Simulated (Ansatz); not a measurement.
# AlN (singlet): B3LYP, CAM-B3LYP over a scan of the distance Al1–N2, 6-31G

Aim: run AlN (singlet) with these functionals over a scan of the distance Al1–N2, and hold them against the top wave-function level at the same points.

Method: 6-31G, all electrons in the functionals; program: Ansatz 0.2.0, Gaussian basis.

To be run: B3LYP, CAM-B3LYP, at 1.320 Å; 1.478 Å; 1.668 Å; 1.806 Å; 2.063 Å; 2.288 Å; 2.710 Å; 3.015 Å; 3.703 Å; 4.546 Å; 5.583 Å.

22 further runs of the same task are left out: 3 for a known fault of the program, 15 that didn't finish, 4 set aside as unsound or not needed.

### 1 The system

The geometry derives from a PBE0/def2-TZVP stationary point (not a proven minimum). One bond is set to the value named and the two fragments are kept rigid.

2 atoms, charge 0, spin multiplicity 1.

Atoms are counted from 1 here; the program's logs count them from 0.

Bond lengths: Al1–N2 1.668 Å.

No dispersion term is added. B3LYP takes the VWN-RPA correlation.

The geometry shown and the zero of energy belong to the point 1.668 Å. The yardstick, FCI, and other wave-function levels (R restricted, U unrestricted, valence and pair active spaces) come from earlier runs.

### 2 B3LYP, 1.320 Å

File in.yaml:

```yaml
crystal:
  periodic: [false, false, false]
  atoms:
    - {symbol: Al, position_ang: [0.000000, 0.000000, 0.000000]}
    - {symbol: N, position_ang: [0.000000, 0.000000, 1.320000]}
basis:
  gaussian: {orbitals: 6-31G}
magnetization: {spin_polarized: true, initial_magnetization: 0}
hamiltonian: {xc: {name: B3LYP}}
```

The run is started by

```bash
$ ansatz run in.yaml --threads 1 --pin off --events-out ev --progress --plain --max-ram 2393MiB
```

Further steps of the session: B3LYP, 1.478 Å; B3LYP, 1.668 Å; B3LYP, 1.806 Å; B3LYP, 2.063 Å; B3LYP, 2.288 Å; B3LYP, 2.710 Å; B3LYP, 3.015 Å; B3LYP, 3.703 Å; B3LYP, 4.546 Å; B3LYP, 5.583 Å; CAM-B3LYP, 1.320 Å; CAM-B3LYP, 1.478 Å; CAM-B3LYP, 1.668 Å; CAM-B3LYP, 1.806 Å; CAM-B3LYP, 2.063 Å; CAM-B3LYP, 2.288 Å; CAM-B3LYP, 2.710 Å; CAM-B3LYP, 3.015 Å; CAM-B3LYP, 3.703 Å; CAM-B3LYP, 4.546 Å; CAM-B3LYP, 5.583 Å.

**Question.** What will the summary of the whole plan be? Wanted: span of the FCI curve; largest miss, B3LYP; largest miss, CAM-B3LYP.

As calculated:

| quantity | value |
| --- | --- |
| span of the FCI curve | 112.8 kcal/mol |
| largest miss, B3LYP | -26.7 kcal/mol (5.583 Å) |
| largest miss, CAM-B3LYP | -29.4 kcal/mol (5.583 Å) |

In words: Of the functionals, B3LYP keep the smallest largest miss at the points compared (at most 26.7 kcal/mol) and CAM-B3LYP strays most (29.4 kcal/mol, at 5.583 Å). B3LYP, CAM-B3LYP clearly break the spin symmetry at some points (⟨S²⟩ up to 1.99 above the pure value), so energy there is bought with a mixed spin. Functionals and the yardstick converge differently with the basis, so part of each miss in 6-31G is the basis.
